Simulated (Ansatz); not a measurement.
Input for Ansatz (development build ahead of 0.2.0):

```yaml
crystal:
  periodic: [false, false, false]
  atoms:
    - { symbol: S, position_ang: [0.0, 0.0, 0.0] }
    - { symbol: O, position_ang: [0.0, 0.0, 4.172] }
basis:
  gaussian: { orbitals: STO-3G }
hamiltonian:
  xc: hf
correlation:
  method: fci
  frozen_orbitals: { O: 1, S: 5 }
```

The input is written out in the form of the current development build from the run's settings.

Output:

| Item | Value |
| --- | --- |
| Converged | yes |
| Reference energy | -466.69482 hartree |
| Correlation energy | -0.23962 hartree |
| Total energy | -466.93444 hartree |
| State | lowest singlet root, of any spatial symmetry |

Caution: another spin multiplicity may lie lower.
